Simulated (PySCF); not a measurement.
C3H3FO.
SMILES: `O=C/C=C/F`

The calculation used EOM-IP-CCSD/aug-cc-pVDZ in PySCF, restricted Hartree–Fock reference, frozen core, non-relativistic, gas phase, PBE0-D3(BJ)/def2-SVP geometry.

Hartree–Fock orbital energies give these Koopmans values (eV): HOMO 10.80, HOMO-1 11.94, HOMO-2 15.08, HOMO-3 15.58, HOMO-4 17.28, HOMO-5 18.18, HOMO-6 19.17, HOMO-7 19.77.

Question: What vertical ionisation energies does EOM-IP-CCSD give?

Answer: 
```
leading hole (HF orbital)  Koopmans (eV)  EOM-IP-CCSD (eV)  change (eV)  one-hole share
                   HOMO-1          11.94             10.19        -1.75            0.94
                     HOMO          10.80             10.60        -0.20            0.96
                   HOMO-3          15.58             14.00        -1.58            0.95
                   HOMO-2          15.08             14.26        -0.82            0.91
                   HOMO-4          17.28             15.14        -2.14            0.94
                   HOMO-5          18.18             16.23        -1.95            0.94
                   HOMO-6          19.17             16.95        -2.22            0.94
                   HOMO-7          19.77             17.11        -2.66            0.93
```

Question: Does the order of the lines follow the orbital energies?

Answer: No: the HOMO-1 hole (10.19 eV) falls below the HOMO hole (10.60 eV); the HOMO-3 hole (14.00 eV) falls below the HOMO-2 hole (14.26 eV). The corrections run from -2.66 to -0.20 eV, with a mean of -1.67 eV over the 8 lines; no line lies above its Koopmans value.

Question: At what kinetic energies would He I light (21.22 eV) eject these electrons?

Answer: 11.03 eV (HOMO-1), 10.62 eV (HOMO), 7.22 eV (HOMO-3), 6.96 eV (HOMO-2), 6.08 eV (HOMO-4), 4.99 eV (HOMO-5), 4.27 eV (HOMO-6), 4.11 eV (HOMO-7).

One root was sought for each valence orbital with −ε under 21 eV, eight at most, so deeper holes and satellites are missing; no vibrational structure.

Hardware: an x86-64 server with one thread (shared host). Cost: 3.3 min.

Shape of the structure used: `[O:1]=[CH:2]/[CH:3]=[CH:4]/[F:5]`: O1–C2–C3–C4 0°.

One conformer stands for the species.
